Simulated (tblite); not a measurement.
Species: C₅H₃S (doublet state).
Bonds: S1–C2 (double), C2–C3, C3–C4 (double), C4–C5, C5–C6 (double), C2–C6. Hydrogens: H7 on C4; H8 on C5; H9 on C6.

Computed geometry: GFN2-xTB, gas phase. This method treats the open shell by occupation alone, without spin polarisation.

Q: What internal coordinates does the optimisation give?

A: 
| bond | length (bohr) |
| --- | --- |
| S1=C2 | 3.073 |
| C2–C3 | 2.727 |
| C3=C4 | 2.516 |
| C4–C5 | 2.792 |
| C5=C6 | 2.544 |
| C2–C6 | 2.779 |
| C4–H7 | 2.026 |
| C5–H8 | 2.032 |
| C6–H9 | 2.028 |

A selection of angles:
| angle | degrees |
| --- | --- |
| S1–C2–C3 | 131.6 |
| S1–C2–C6 | 124.6 |
| C3–C2–C6 | 103.8 |
| C2–C3–C4 | 111.8 |
| C3–C4–C5 | 106.7 |
| C3–C4–H7 | 129.0 |
| C5–C4–H7 | 124.3 |
| C4–C5–C6 | 108.7 |
| C4–C5–H8 | 123.8 |
| C6–C5–H8 | 127.5 |
| C5–C6–H9 | 128.7 |
| C2–C6–C5 | 109.0 |
| C2–C6–H9 | 122.3 |

Dihedral angles: S1–C2–C3–C4 180° (antiperiplanar); C2–C3–C4–C5 0° (synperiplanar); C3–C4–C5–C6 0° (synperiplanar); C4–C5–C6–C2 0° (synperiplanar); S1–C2–C6–C5 180° (antiperiplanar).

C2 (carbon bonded to 2 C and S) is planar (angles 131.6°, 124.6° and 103.8°, sum 360.0°, 0.00 Å off the plane of its three neighbours). The 5 C–C bonds span 1.332 Å (C3=C4, drawn double) to 1.478 Å (C4–C5, drawn single), a spread of 0.146 Å. The 6 heavy atoms lie in one plane (0.000 Å rms). The 5-membered ring C2–C3–C4–C5–C6 has internal angles of 103.8° to 111.8° (sum 540°, against 540° for a flat polygon); it is planar, 0.00 Å rms from its mean plane, widest ring torsion 0°. C4 (carbon bonded to 2 C and H) is planar (angles 129.0°, 124.3° and 106.7°, sum 360.0°, 0.00 Å off the plane of its three neighbours). C5 (carbon bonded to 2 C and H) is planar (angles 127.5°, 123.8° and 108.7°, sum 360.0°, 0.00 Å off the plane of its three neighbours). C6 (carbon bonded to 2 C and H) is planar (angles 128.7°, 122.3° and 109.0°, sum 360.0°, 0.00 Å off the plane of its three neighbours).

Point group: Cs (every atom within 0.08 Å of its image). GFN2-xTB frequencies show an imaginary mode (146i cm⁻¹), so the point is no minimum at that level.
